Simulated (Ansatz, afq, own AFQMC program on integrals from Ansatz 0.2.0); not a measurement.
**SiGeH$_{2}$, singlet → SiGeH$_{2}$⁺, doublet**

| atom | x (Å) | y (Å) | z (Å) |
| --- | --- | --- | --- |
| Si | 0.0000 | 0.0000 | 1.5778 |
| Ge | 0.0000 | 0.0000 | -0.6770 |
| H | 0.0000 | 1.2330 | 2.4116 |
| H | 0.0000 | -1.2330 | 2.4116 |

Connectivity, by distances: SiH2–Ge.

E(doublet, charge +1) − E(singlet, charge +0) at this geometry, on UHF and UHF determinants.

Basis cc-pVDZ. Noble-gas cores (and the filled d shells of Ga–Kr and In–Xe) are frozen. Integrals, coupled cluster, full CI and functionals: Ansatz 0.2.0; the random walks run on the same integrals in our own AFQMC program. The CISD trial takes its coefficients from CCSD amplitudes. Released means that phaseless walkers are propagated on without the constraint, phases kept. ± is one standard error of the sampling. No spin–orbit coupling. The errors of all members are added in quadrature.

No full CI on the walks' own integrals is used here; CCSDT(Q) serves as the reference and is uncertain by about the last step of the cluster series. Each member takes its own surest rung, up to full CI.

Errors are counted within cc-pVDZ, not against nature.

Cautions: inner d shell frozen; no relativity below Rb; no spin-orbit coupling; SiGeH₂ (singlet): higher spins were not checked, an unrestricted solution with more broken spin lies lower, while this determinant keeps restricted orbitals, the released energies are still falling, so no released level is given (meV from the phaseless value at times in 1/Eh: -10 ± 17 at 0.24, -10 ± 16 at 0.51, -13 ± 15 at 0.99, -36 ± 15 at 1.62, -42 ± 15 at 2.40), though the last usable value meets CCSDT(Q) within the noise; SiGeH₂⁺ (doublet): the determinant is a saddle point among determinants of its kind, the released energies move by 1.5 errors or more from one time to the next, so no released level is given (meV from the phaseless value at times in 1/Eh: -8 ± 10 at 0.24, -14 ± 11 at 0.51, -15 ± 12 at 0.99, -1 ± 10 at 1.62, -23 ± 11 at 2.40), though the last usable value meets CCSDT(Q) within the noise, its ph-AFQMC/CISD value lies 20 ± 9 meV above CCSDT(Q).

Reference (CCSDT(Q)): 741.3 kJ/mol.

| level | vertical ionization energy (kJ/mol) | error against CCSDT(Q) (kJ/mol) |
| --- | --- | --- |
| HF | 641.4 | -99.9 |
| MP2 | 730.3 | -11.0 |
| CCSD | 731.4 | -10.0 |
| CCSD(T) | 740.2 | -1.2 |
| CCSDT | 740.3 | -1.1 |
| ph-AFQMC/CISD | 741.1 ± 1.6 | -0.3 ± 1.6 |

Correlation beyond CCSD(T) adds 1.2 kJ/mol. The perturbative (T) step is worth +8.8 kJ/mol.

A walk keeps the symmetry of its determinant, which the program's search chose and which needn't be the lowest solution, so a lower state of the same spin and another symmetry isn't excluded.
